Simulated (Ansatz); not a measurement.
# Copper, fcc under PBE: how the k-point mesh moves the result

How fine must the k-point mesh be for energy and pressure to settle? The geometry was relaxed under PBE beforehand and stays fixed; 8 values are run, from 2×2×2 to 21×21×21. Wanted are the values from which on the energy stays within 10 and 1 meV/atom, and the pressure within 0.5 GPa, of the last run. Within the series other settings stay, but some runs also write fields, which adds to their time. Spin polarisation is left out.

Program: Ansatz 0.2.0. Level of theory: DFT PBE, plane waves with PAW, scalar-relativistic. These are calculated values, not measurements.

### Step 1. The system as given

Symmetry: Fm-3m, No. 225, cubic system. Conventional cell: a = 3.629 Å, b = 3.629 Å, c = 3.629 Å, α = 90.00°, β = 90.00°, γ = 90.00°. Cu (site symmetry m-3m) has 12 Cu at 2.57 Å as nearest neighbours.

Coordinates:

```
Cu
1.0
     0.00000    1.81458    1.81458
     1.81458    0.00000    1.81458
     1.81458    1.81458    0.00000
Cu
1
Direct
  0.00000 0.00000 0.00000
```

### Step 2. k-mesh 2×2×2

The run at 2×2×2.

input.yaml

```yaml
crystal:
  lattice:
    - [0.0, 1.8145751207, 1.8145751207]
    - [1.8145751207, 0.0, 1.8145751207]
    - [1.8145751207, 1.8145751207, 0.0]
  atoms:
    - { symbol: Cu, position: [0.0, 0.0, 0.0] }
hamiltonian:
  xc: pbe
  pseudopotentials:
    kind: paw
    azcp:
      Cu: "pseudopotentials/Cu.paw.azcp"
basis:
  ecutwfc: 420
  fft_grid_basis: typed
kpoints:
  mp_grid: { grid: [2, 2, 2], shift: [0, 0, 0] }
magnetization:
  spin_polarized: false
scf:
  occupations: { method: fermi_dirac, width: 0.1 }
  lower_state_search: "off"
output:
  stress: true
```

Run with:

```
$ ansatz run input.yaml --threads 1 --pin off --max-ram 3584MiB --backend cpu --events-out ev --progress --plain --runs-dir out
```

### Step 3. k-mesh 4×4×4

The run at 4×4×4.

Changes to input.yaml since step 2:

```diff
@@ -17,3 +17,3 @@
 kpoints:
-  mp_grid: { grid: [2, 2, 2], shift: [0, 0, 0] }
+  mp_grid: { grid: [4, 4, 4], shift: [0, 0, 0] }
 magnetization:
```

### Step 4. k-mesh 5×5×5

The run at 5×5×5.

Changes to input.yaml since step 3:

```diff
@@ -17,3 +17,3 @@
 kpoints:
-  mp_grid: { grid: [4, 4, 4], shift: [0, 0, 0] }
+  mp_grid: { grid: [5, 5, 5], shift: [0, 0, 0] }
 magnetization:
```

### Step 5. k-mesh 7×7×7

The run at 7×7×7.

Changes to input.yaml since step 4:

```diff
@@ -17,3 +17,3 @@
 kpoints:
-  mp_grid: { grid: [5, 5, 5], shift: [0, 0, 0] }
+  mp_grid: { grid: [7, 7, 7], shift: [0, 0, 0] }
 magnetization:
```

### Step 6. k-mesh 9×9×9

The run at 9×9×9.

Changes to input.yaml since step 5:

```diff
@@ -17,3 +17,3 @@
 kpoints:
-  mp_grid: { grid: [7, 7, 7], shift: [0, 0, 0] }
+  mp_grid: { grid: [9, 9, 9], shift: [0, 0, 0] }
 magnetization:
```

### Step 7. k-mesh 12×12×12

The run at 12×12×12.

Changes to input.yaml since step 6:

```diff
@@ -17,3 +17,3 @@
 kpoints:
-  mp_grid: { grid: [9, 9, 9], shift: [0, 0, 0] }
+  mp_grid: { grid: [12, 12, 12], shift: [0, 0, 0] }
 magnetization:
```

### Step 8. k-mesh 16×16×16

The run at 16×16×16.

Changes to input.yaml since step 7:

```diff
@@ -17,3 +17,3 @@
 kpoints:
-  mp_grid: { grid: [12, 12, 12], shift: [0, 0, 0] }
+  mp_grid: { grid: [16, 16, 16], shift: [0, 0, 0] }
 magnetization:
```

### Step 9. k-mesh 21×21×21

The run at 21×21×21.

Changes to input.yaml since step 8:

```diff
@@ -17,3 +17,3 @@
 kpoints:
-  mp_grid: { grid: [16, 16, 16], shift: [0, 0, 0] }
+  mp_grid: { grid: [21, 21, 21], shift: [0, 0, 0] }
 magnetization:
@@ -25 +25,5 @@
   stress: true
+  write_density: true
+  write_potential: true
+  elf: true
+  volumetric_format: npy
```

(Steps that only read results are left out.)

Before running it: what results should come out? Wanted: pressure at 21×21×21.

As calculated:

| quantity | value |
| --- | --- |
| E(σ → 0) stays within 10 meV/atom of 21×21×21 | from 12×12×12 on |
| E(σ → 0) stays within 1 meV/atom | not reached before 21×21×21 |
| pressure stays within 0.5 GPa | from 7×7×7 on |
| pressure at 21×21×21 | 0.06 GPa |
| CPU time, dearest over cheapest | 10 |
| energy of a separate run on a finer mesh (24×24×24) | -1.9 meV/atom from 21×21×21 |

In words: At 2×2×2 the energy differs by +2018 meV/atom and the pressure by +23.6 GPa. The error changes sign along the series: k-point sums are not variational. The energy has not settled to 1 meV/atom before the last mesh. Metals converge slowly, as the Fermi surface must be resolved. The yardstick itself is unsettled by 1.9 meV/atom against the finer mesh, so the thresholds above hold only within this series.
